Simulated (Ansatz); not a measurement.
Geometry optimisation, RKS PBE-D4/def2-SVP in Ansatz 0.2.0.

input.yaml

```yaml
crystal:
  periodic: [false, false, false]
  atoms:
    - { symbol: B, position_ang: [0.003331, 0.528869, -0.319521] }
    - { symbol: H, position_ang: [0.299796, -0.33604, 1.90196] }
    - { symbol: "N", position_ang: [1.295219, 0.0689, -0.657733] }
    - { symbol: H, position_ang: [1.436115, -0.771218, -1.214268] }
    - { symbol: H, position_ang: [2.170769, 0.513947, -0.371829] }
    - { symbol: H, position_ang: [-0.991224, -0.106602, -0.61616] }
    - { symbol: O, position_ang: [-0.249902, 1.732164, 0.332096] }
    - { symbol: H, position_ang: [0.56872, 2.2024, 0.568187] }
    - { symbol: H, position_ang: [-0.025823, 0.29818, 2.010268] }
basis:
  gaussian: { orbitals: def2-SVP }
hamiltonian:
  xc: pbe
  dispersion: d4
relax:
  f_tol: 0.03
  max_steps: 50
```

Launched with:

```bash
$ ansatz run input.yaml --threads 1 --pin off --max-ram 2048MiB --backend cpu --events-out ev --progress --plain --runs-dir out
```

Problem. Where does it end, and by what steps?

Solution. The run converged. The force dipped under the threshold on the way, but the program's further checks kept it going. After 27 steps the energy has fallen by 0.255 eV; H2 moved furthest, 2.04 Å.

```
step  energy less start (eV)  largest force component (eV/Å)  accepted
   0                  0.0000                           1.756       yes
   1                 -0.1461                           0.196       yes
   2                 -0.1935                           0.160       yes
   3                 -0.2133                           0.113       yes
   4                 -0.2143                           0.519       yes
   5                 -0.2289                           0.290       yes
   6                 -0.2399                           0.092       yes
   7                 -0.2233                           0.877        no
   8                 -0.2438                           0.037       yes
   9                 -0.2459                           0.133       yes
  10                 -0.2480                           0.144       yes
  11                 -0.2498                           0.120       yes
  12                 -0.2510                           0.104       yes
  13                 -0.2523                           0.097       yes
  14                 -0.2529                           0.107       yes
  15                 -0.2532                           0.082       yes
  16                 -0.2538                           0.039       yes
  17                 -0.2542                           0.057       yes
  18                 -0.2546                           0.036       yes
  19                 -0.2547                           0.053       yes
  20                 -0.2548                           0.042       yes
  21                 -0.2550                           0.023       yes
  22                 -0.2551                           0.036       yes
  23                 -0.2552                           0.043       yes
  24                 -0.2552                           0.026       yes
  25                 -0.2553                           0.013       yes
  26                 -0.2554                           0.030       yes
  27                 -0.2554                           0.020       yes
```

```xyz
9
Properties=species:S:1:pos:R:3
B 0.190 0.358 -0.611
H -0.471 0.298 3.676
N 1.367 0.289 -1.391
H 1.389 -0.202 -2.283
H 2.264 0.706 -1.138
H -0.824 -0.181 -1.015
O 0.099 1.010 0.601
H 0.934 1.429 0.880
H -0.441 0.422 2.916
```

Whether the end is a true minimum wasn't checked by a vibrational analysis.

Time of the run: 50 s on 1 thread of Arm Neoverse V1, with other jobs on the host, peak memory 0.13 GiB.
